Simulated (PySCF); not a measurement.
# Dipole moment and polarisability of 1,3-butadiyne

1,3-butadiyne, C4H2.
Cartesian coordinates in Å at the GFN2-xTB level; atoms count from 1:
```
atom  x, y, z in Å
C1     1.858    0.308    0.073
C2     0.671    0.113    0.104
C3    -0.670   -0.112    0.143
C4    -1.858   -0.307    0.175
H5     2.892    0.482    0.048
H6    -2.891   -0.482    0.208
```

Level: PBE0/def2-SVPD (PySCF), static field, nuclei fixed, core orbitals frozen in the response. The polarisability tensor in these axes (au):

```
x   83.04  9.12 -1.51
y    9.12 29.75 -0.25
z   -1.51 -0.25 28.27
```

Problem. Diagonalise the tensor; give its mean and Δα, where Δα² is half the sum of the squared differences of the eigenvalues.

Solution. Principal values 28.23, 28.23 and 84.59 au; mean 47.02 au = 6.97 Å³ = 7.75 × 10⁻⁴⁰ C²·m²/J; Δα = 56.36 au (120 % of the mean).

Problem. What is the dipole moment?

Solution. 0.00 D; point group D∞h allows none.

Problem. Rayleigh depolarisation ratio (linearly polarised light, static tensor)?

Solution. ρ = 3Δα²/(45ᾱ² + 4Δα²) = 9529.7/(99489 + 12706.2) = 0.0849.

Problem. Traceless (Buckingham) quadrupole moment about the centre of nuclear charge: eigenvalues?

Solution. -6.09, -6.09, 12.19 D·Å. With no charge and no dipole, the values don't depend on the origin. The electronic extent ⟨r²⟩ about the same centre is 279 bohr², a root-mean-square distance of 1.73 Å for the 26 electrons.

Problem. In TDDFT the mean static polarisability is Σ f/ω² over all singlet excitations (ω in hartree). How much of it do the 8 lowest give? Their energies (eV) and oscillator strengths: 4.83, 0.0000; 5.05, 0.0000; 5.05, 0.0000; 7.32, 0.0000; 7.55, 0.0000; 7.55, 0.0000; 7.61, 0.0000; 7.61, 0.0000.

Solution. They add up to 0.00 au, 0.0 % of the 47.02 au. Terms in order: 0.00, 0.00, 0.00, 0.00, 0.00, 0.00, 0.00, 0.00 au. Higher excitations give the rest. The strengths listed sum to 0.000.

Isolated species at its GFN2-xTB geometry, gas phase.
